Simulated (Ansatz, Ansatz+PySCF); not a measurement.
# Stretching triplet O2

The O–O distance is varied.

Basis set: cc-pVDZ (spherical functions). Left uncorrelated: 2 orbitals. Charge 0, multiplicity 3.

Computed with Ansatz (development build ahead of 0.2.0), each point on the determinant that the search for low states chose. Each curve is measured from its own lowest point listed. The UHF curve may step between solutions. The UHF-MP2 curve may step between solutions.

```
r(O–O) (Å)  UHF-MP2 (eV)
     1.093         0.802
     1.147         0.210
     1.176         0.043
     1.187         0.000
     1.283         0.686
     1.782         5.662
     2.377         5.975
     3.565         6.014
```

Question: Give the UHF curve at the same distances.

Answer:

```tsv
r (Å)	E (eV)
1.093	0.290
1.147	0.000
1.176	0.006
1.187	0.034
1.283	0.610
1.782	2.526
2.377	2.317
3.565	2.301
```

Caution at some points: the determinant breaks the point group; the unrestricted determinant is a mixture of spin states. Caution for UHF-MP2 at some points: large amplitudes, a single reference is doubtful; MP2 forces lie far from those of the mean fields; another reference gives a lower total.
